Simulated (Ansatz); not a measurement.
Antifluorite Mg₂Sn was calculated with revPBE (PAW; Ansatz, an electronic-structure program).

Settings: plane-wave cutoff 520 eV, 20×20×20 k mesh, Fermi–Dirac smearing 0.05 eV, perturbation theory, scalar-relativistic PAW data made under PBE.

Computed at the level's own relaxed cell.

Harmonic phonon frequencies (cm⁻¹; i marks an imaginary mode; at Γ without the LO shift):

| q point | frequencies |
|---|---|
| Γ | 0 0 0 178 178 178 206 206 206 |
| X | 63 63 118 145 146 146 211 211 275 |
| L | 47 47 107 184 185 185 192 192 241 |

No imaginary mode appears at these points.

Note: the solid has no gap at this level, which affects its response.
